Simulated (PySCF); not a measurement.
Series: Y=E=Y. All species are isolated molecules in the gas phase. Strings in code marks are SMILES.

Computed with PySCF 2.14.0 with PBE-D3(BJ)/def2-TZVP // B3LYP-D3(BJ)/def2-TZVP. Delta-SCF ions had no search for a lower state. Excitations are Tamm–Dancoff values on a coarser integration grid. The basis has no diffuse functions, so Rydberg states are missing or too high.

```
species     vertical ionisation energy (Delta-SCF) (eV)  S1–T1 gap (TDA) (eV)  hole reorganisation energy (four-point) (eV)  adiabatic ionisation energy (no zero-point term) (eV)  S1 excitation (TDA) (eV)
----------  -------------------------------------------  --------------------  --------------------------------------------  -----------------------------------------------------  ------------------------
`S=C=S`                                               ?                     –                                             –                                                      –                      4.00
`C(=O)=C`                                          9.71                  0.40                                             ?                                                      ?                         ?
`N=C=O`                                           11.60                  0.48                                         0.125                                                  11.72                      6.62
`C(=S)=N`                                             ?                  0.39                                         0.255                                                   9.92                      4.53
`O=S=O`                                           12.06                  1.16                                         0.434                                                  11.88                         ?
`O=[Se]=O`                                        11.47                  0.81                                         0.175                                                  11.38                      3.10
```

Complete the blanks.


- `S=C=S`, vertical ionisation energy (Delta-SCF) (eV): 10.02
- `C(=O)=C`, hole reorganisation energy (four-point) (eV): 0.326
- `C(=O)=C`, adiabatic ionisation energy (no zero-point term) (eV): 9.58
- `C(=O)=C`, S1 excitation (TDA) (eV): 3.89
- `C(=S)=N`, vertical ionisation energy (Delta-SCF) (eV): 9.95
- `O=S=O`, S1 excitation (TDA) (eV): 4.22
